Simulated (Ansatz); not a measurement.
# CP⁺, triplet: reading a ladder of total energies

Geometry: that of the CP, doublet, kept fixed.

| atom | x (Å) | y (Å) | z (Å) |
| --- | --- | --- | --- |
| C | 0.0000 | 0.0000 | 0.0000 |
| P | 0.0000 | 0.0000 | 1.5497 |

Basis 6-31G; Ansatz 0.2.0. Correlated methods freeze the noble-gas cores, which leaves 8 electrons in 16 orbitals. R marks a restricted (for open shells ROHF) determinant.

Full CI is exact within this basis and frozen core; it isn't the basis-set limit.

RCCSD has a T1 diagnostic of 0.049 and a largest doubles amplitude of 0.16.

Runs differ by some tens of microhartree through their thresholds and, for an open shell, their frozen cores, so steps under 0.03 kcal/mol mean nothing.

| level | total energy (hartree) |
| --- | --- |
| RHF | -378.024251 |
| RMP2 | -378.136942 |
| RCCSD | -378.160001 |
| RCCSD(T) | -378.164370 |
| RCCSDT | -378.165404 |
| RCCSDT(Q) | -378.166353 |
| RCCSDTQ | -378.166444 |
| full CI | -378.166557 |

Q: What is the correlation energy at full CI, and what share of it do RMP2 and RCCSDTQ recover?

A: E(corr) = -378.166557 − (-378.024251) = -0.142306 hartree = -3.872 eV. RMP2: -0.112691 / -0.142306 = 79.19 %. RCCSDTQ: -0.142193 / -0.142306 = 99.92 %.

Q: By how many kcal/mol does RCCSD(T) miss full CI (1 hartree = 627.509 kcal/mol), and which steps make up the rest?

A: -378.164370 − (-378.166557) = 0.002187 hartree = 1.37 kcal/mol. Steps: RCCSDT − RCCSD(T) = -0.65, RCCSDT(Q) − RCCSDT = -0.60, RCCSDTQ − RCCSDT(Q) = -0.06, full CI − RCCSDTQ = -0.07 kcal/mol. With more than one leading determinant such errors change with state and geometry, and needn't cancel in differences.
